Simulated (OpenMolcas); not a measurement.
How basis sets differ on CH6Si (methylsilane)

CH6Si: 8 atoms, total charge 0, spin state singlet. SMILES: `C[SiH3]`. Geometry: relaxed at PBE0-D4/def2-TZVP.

Each level gives the dipole moment (D). The values are calculated.

**The experiment to reproduce.** NIST CCCBDB gives the dipole moment of the gas as 0.74 D.

```tsv
level	kind	program	value (D)	computed − measured	CPU time
HF/ANO-L-MB	Hartree–Fock	OpenMolcas	0.25	-0.49	1.9 s
HF/ANO-RCC-MB (DKH2)	Hartree–Fock	OpenMolcas	0.59	-0.15	2.2 s
HF/STO-3G	Hartree–Fock	OpenMolcas	0.18	-0.56	1.8 s
HF/3-21G	Hartree–Fock	OpenMolcas	0.70	-0.04	1.9 s
HF/def2-TZVP	Hartree–Fock	OpenMolcas	0.76	+0.02	13 s
```

Nearest: HF/def2-TZVP (+0.02 D); farthest: HF/STO-3G (-0.56 D). The measured dipole is a vibrational average, so differences of a few hundredths of a debye mean little. Magnitudes only: a small dipole may point the other way at some levels. Sets without polarisation functions give poor dipoles. Times are those of the runs behind each value, whatever else they computed, on shared processors of several kinds: orders of magnitude only.
